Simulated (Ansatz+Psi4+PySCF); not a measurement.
doublet CH4N: levels of theory in one basis

```yaml
atoms:
  - { symbol: C, position_ang: [0.4573, -0.4903, 0.2222] }
  - { symbol: N, position_ang: [-0.4469, 0.5168, -0.3360] }
  - { symbol: H, position_ang: [0.3215, -0.7050, 1.2923] }
  - { symbol: H, position_ang: [-0.3410, 1.3897, 0.1762] }
  - { symbol: H, position_ang: [0.3275, -1.4242, -0.3286] }
  - { symbol: H, position_ang: [1.4875, -0.1608, 0.0720] }
```

Basis set: cc-pVTZ (spherical functions). Frozen core: 2 orbitals. Correlation on ROHF uses semicanonical orbitals with singles. Charge 0, multiplicity 2.

Computed with Ansatz (development build ahead of 0.2.0) and Psi4 1.11; each method stands on the lowest determinant of its kind that the runs found.

| method | E − E(ROHF) (eV) | <S²> of the determinant |
| --- | --- | --- |
| ROHF | 0.00 | 0.75 |
| UHF | -0.15 | 0.76 |
| ROHF-MP2 | -9.82 | – |
| UHF-MP2 | -9.80 | 0.76 |
